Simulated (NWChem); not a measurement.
## Correlation energy of F

```
F
```
Charge 0, spin multiplicity 2.

The numbers come from NWChem runs, not from measurements.

Basis set: cc-pVTZ. Each correlation energy counts from its own Hartree-Fock reference.

```json
[
 {"method": "CCSD[T] on ROHF", "correlation energy (mHa)": "-219.5"},
 {"method": "CCSD(T) on UHF", "correlation energy (mHa)": "-214.8"},
 {"method": "CCSD[T] on UHF", "correlation energy (mHa)": "-214.9"},
 {"method": "UMP2", "correlation energy (mHa)": "-199.8"},
 {"method": "URI-MP2", "correlation energy (mHa)": "-199.8"},
 {"method": "CCSD(T) on ROHF", "correlation energy (mHa)": "-219.5"},
 {"method": "CCSDT on ROHF", "correlation energy (mHa)": "-219.5"},
 {"method": "SCS-UMP2", "correlation energy (mHa)": "-197.6"},
 {"method": "CCSD on ROHF", "correlation energy (mHa)": "-215.7"},
 {"method": "CCSD on UHF", "correlation energy (mHa)": "-211.2"}
]
```

The values span 21.9 mHa, from CCSDT on ROHF (lowest) to SCS-UMP2 (highest). 

The correlated methods keep 1 core orbital frozen. No SCF solution was tested for a lower state. Open-shell Hartree-Fock references start from PBE0 orbitals. No row is a measurement; the coupled-cluster row has its own basis-set and correlation limits.
